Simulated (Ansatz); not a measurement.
# C3H7FS, SMILES CCSCF: a ranking of conformers

Computed with the Python package of Ansatz (0.2.0).

The cells in order, each with its output:

In [1]:
```python
import ansatz
from rdkit import Chem
from rdkit.Chem import AllChem
```

In [2]:
```python
BASIS_SET = "6-31G*"
XC = "hf"

rd = Chem.AddHs(Chem.MolFromSmiles("CCSCF"))
ids = list(AllChem.EmbedMultipleConfs(rd, numConfs=20, randomSeed=662, pruneRmsThresh=0.4))
field = [energy for _, energy in AllChem.MMFFOptimizeMoleculeConfs(rd)]
distinct = {round(e, 2): i for i, e in zip(ids, field)}
chosen = sorted(distinct.items())[:4]
found = []
for force_field, index in chosen:
    molecule = ansatz.Crystal.molecule()
    for atom, xyz in zip(rd.GetAtoms(), rd.GetConformer(index).GetPositions()):
        molecule = molecule.atom(atom.GetSymbol(), xyz.round(5).tolist())
    model = (
        molecule.calculation()
        .basis(gaussian=BASIS_SET)
        .functional(XC)
    )
    found.append(model.run().report["free_energy_ev"])
print("conformer   MMFF (kcal/mol)   this level (kJ/mol)")
for (force_field, index), e in zip(chosen, found):
    print(f"{index:9d} {force_field - chosen[0][0]:17.2f} {96.485332 * (e - min(found)):17.3f}")
```
```text
conformer   MMFF (kcal/mol)   this level (kJ/mol)
        9              0.00             3.634
        5              0.42             0.000
        4              0.74             2.818
        8              2.44            14.981
```

The conformers keep their force-field geometries. Run time: 4.4 s on 1 thread of Arm Neoverse V2, with other jobs on the host, peak memory 0.28 GiB.

(Lines on the test bed's own set-up are left out of the output.)
